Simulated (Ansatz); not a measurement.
For antifluorite Mg₂Ge, HSE06 (Ansatz, a program for electronic structure, PAW) gives:

- lattice constant a = 6.382 Å
- bulk modulus B0 = 54.5 GPa
- cohesive energy = 2.58 eV/atom
- formation enthalpy = -0.323 eV/atom

Problem. What does Hartree–Fock (plane waves, PAW; Ansatz) give for the same quantities?

Solution. 
- lattice constant a: 6.484 Å (increases by 1.6 %)
- bulk modulus: 54.5 GPa (hardly moves)
- cohesive energy: 1.55 eV/atom (decreases by 1.03 eV/atom)
- formation enthalpy: -0.532 eV/atom (moves by -0.209 eV/atom)

For comparison: lattice constant a 6.385 Å (measured, temperature not stated, no zero-point or thermal correction; as tabulated in Grosch, Range, J. Alloys Compd. 235, 250 (1996)); formation enthalpy -0.398 ± 0.006 eV/atom (measured, 298 K, copied from a table, unchecked, no zero-point or thermal correction; as tabulated in Wang et al. (2021), doi:10.1038/s41598-021-94550-5).

Changes are worked out from the printed values.

Unless a cell is named, each level is at its own relaxed cell (HSE06 21.66, Hartree–Fock 22.72 Å³/atom).

Caveats: exact exchange on metals is sensitive to the k mesh and can open a false gap (HSE06). Ansatz's density-functional and Hartree–Fock values are scalar-relativistic unless marked +SOC, with PAW data made under PBE.
